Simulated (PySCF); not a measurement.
C₃H₃ (propargyl), optimised at HF/6-31G*:

```xyz
6

C     -1.0678     0.1878    -0.2937
C      0.2806    -0.0392    -0.4893
C      1.4704    -0.2395    -0.6620
H     -1.4789     0.2257     0.6976
H     -1.7265     0.3299    -1.1297
H      2.5019    -0.4131    -0.8116
```

Method: PySCF energies (xtb for GFN2) plus ideal-gas RRHO corrections (1 bar). 6-31G* has spherical d functions here. Open shells (unrestricted): C₃H₃ (propargyl) (multiplicity 2). GFN2 has no spin-polarisation term. B3LYP is the form with VWN-RPA correlation. Warning, spin contamination: C₃H₃ (propargyl) (HF/6-31G*).

### Question
List the harmonic frequencies (cm⁻¹, unscaled) at this level and at the other levels, each on its own geometry.

### Answer
- HF/6-31G*: 366, 397, 435, 660, 680, 1099, 1122, 1595, 1929, 3328, 3426, 3628
- B3LYP/6-31G*: 366, 369, 438, 589, 673, 1047, 1102, 1486, 2030, 3168, 3255, 3488
- GFN2-xTB: 288, 338, 488, 608, 656, 967, 1153, 1383, 2105, 3107, 3134, 3394
- PBE/def2-SVP: 342, 411, 448, 610, 658, 968, 1090, 1382, 1983, 3074, 3173, 3400
- PBE0/def2-TZVP: 359, 408, 472, 643, 690, 1025, 1099, 1452, 2016, 3165, 3260, 3474
